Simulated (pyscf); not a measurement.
**Routes from H₃Si–SiH₂–PH₂ (SMILES [SiH3][SiH2]P) + H• (SMILES [H])**

Candidate steps break at most two bonds and form at most two. Each was searched with GFN2-xTB (tblite) first. PySCF, gas phase, ωB97X-D3(BJ)/def2-SVP geometries. Energies: ωB97M-D3(BJ)/def2-TZVP, kJ/mol, from the separated reactants, doublet surface; ΔG‡ with ideal gas, 1 atm, RRHO with modes under 100 cm⁻¹ raised to 100, one conformer, R ln 2 for chiral ones without a mode under 150 cm⁻¹.

```
products                             type   ΔE‡     ΔE  ΔG‡ 298 K  ΔG‡ 900 K  ν‡ (cm⁻¹)
-------------------  --------------------  ----  -----  ---------  ---------  ---------
H₃Si–SiH₂–PH• + H₂   hydrogen abstraction  11.5  -91.4       34.3       91.4       726i
•H₂Si–SiH₂–PH₂ + H₂  hydrogen abstraction  17.0  -60.6       37.9       93.4       884i
```

Plain bond fissions and candidates not yet searched are not listed, and one of them may be faster. Each barrier is that of the saddle found; lower ones may exist.
